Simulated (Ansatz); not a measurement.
# Trial structures and their relaxed properties

All numbers below come from DFT r2SCAN, scalar-relativistic, plane waves, PAW in Ansatz 0.2.0. Settings: cutoff 500 eV, Γ-centred meshes no coarser than 0.19 Å⁻¹ for metals and 0.3 Å⁻¹ for insulators (2π included), Gaussian smearing.

Each formula was placed on the sites of the named type and relaxed at zero pressure without lowering the symmetry. No run is spin-polarised. The smearing is 0.1 eV for metals and 0.01 to 0.02 eV otherwise. The zero of energy is the elements' standard structures at the same level; no fitted shifts are applied.

The k mesh leaves about 4 meV/atom of noise in metals. Spin–orbit coupling is left out.

```
formula started on type final group a or a / b (Å) c (Å) V (Å³/atom) E over elements (eV/atom) gap on mesh (eV)
      I               fcc Fm-3m            5.21   5.21         35.4                       0.53              0.00
     Re black phosphorus Fmmm     2.94 / 4.42   9.69         15.8                       0.71              0.00
     Re simple cubic Pm-3m            2.56   2.56         16.8                       1.44              0.00
     Re omega P6/mmm            4.36   2.73         14.9                       0.18              0.00
```